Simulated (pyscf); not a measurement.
Four-centre exchange: `[O]=[CH][OH]` + `[OH2]` -> `[OH2]` + `[O]=[CH][OH]`

Gas phase, singlet surface, charge 0. Bonds broken: O1–C2, O6–H7. Bonds formed: O1–H7, C2–O6. Optimised with ωB97X-D3(BJ)/def2-SVP in PySCF. MP2 and CC: frozen core, UHF for open shells. ΔMP2 is the change of the MP2 total energy from the triple- to the quadruple-zeta basis.

Transition state (Å):

```xyz
8

O     -1.2827    -0.0856    -0.6494
C      0.1590     0.4822    -0.0325
O      0.2236     1.6659     0.1345
H     -1.8270     0.7109    -0.7536
H      0.8875    -0.1944    -0.5115
O     -0.3086    -0.4130     1.2946
H     -1.2243    -0.4480     0.5039
H     -0.4527     0.2488     1.9894
```

One imaginary mode, 1313i cm⁻¹; descent along it reached the two sides named.

| bond | change | reactant side (Å) | saddle | product side |
|---|---|---|---|---|
| O1–C2 | breaks | 1.345 | 1.668 | 2.8 |
| O6–H7 | breaks | 0.965 | 1.210 | 2.537 |
| O1–H7 | forms | 2.527 | 1.210 | 0.965 |
| C2–O6 | forms | 2.8 | 1.668 | 1.345 |

Electronic energies relative to the separated reactants (kcal/mol):

| level | barrier | reaction energy | reverse barrier |
|---|---|---|---|
| ωB97X-D3(BJ)/def2-TZVP | 43.7 | 0.0 | 43.7 |
| PBE/def2-TZVP | 34.2 | 0.0 | 34.2 |
| r²SCAN/def2-TZVP | 36.4 | 0.0 | 36.4 |
| B3LYP-D3(BJ)/def2-TZVP | 41.8 | 0.0 | 41.8 |
| PBE0-D3(BJ)/def2-TZVP | 39.7 | 0.0 | 39.7 |
| M06-2X/def2-TZVP | 42.6 | 0.0 | 42.6 |
| ωB97M-D3(BJ)/def2-TZVP | 43.0 | 0.0 | 43.0 |
| HF/def2-TZVP | 67.4 | 0.0 | 67.4 |
| MP2/def2-QZVPP | 42.7 | 0.0 | 42.7 |
| CCSD/def2-TZVPP | 49.7 | 0.0 | 49.7 |
| CCSD(T)/def2-TZVPP | 45.2 | 0.0 | 45.2 |
| CCSD(T)/def2-TZVPP + ΔMP2(QZVPP) | 45.7 | 0.0 | 45.7 |

With CCSD(T)/def2-TZVPP + ΔMP2(QZVPP) energies and thermal terms (ideal gas, 1 atm, RRHO with modes under 100 cm⁻¹ raised to 100, one conformer, R ln 2 for rigid chiral ones), in kcal/mol:

```csv
T (K),ΔH‡,ΔG‡,ΔH,ΔG
298,44.2,55.4,0.0,0.0
600,44.3,66.8,0.0,0.0
900,45.0,78.0,0.0,0.0
1200,45.8,88.9,0.0,0.0
```

Another saddle between the same species, by other bonds, lies lower (2.9 kcal/mol against 43.0 kcal/mol at ωB97M-D3(BJ)). The CCSD(T) − MP2 part came from Ansatz, without density fitting, on the same reference.
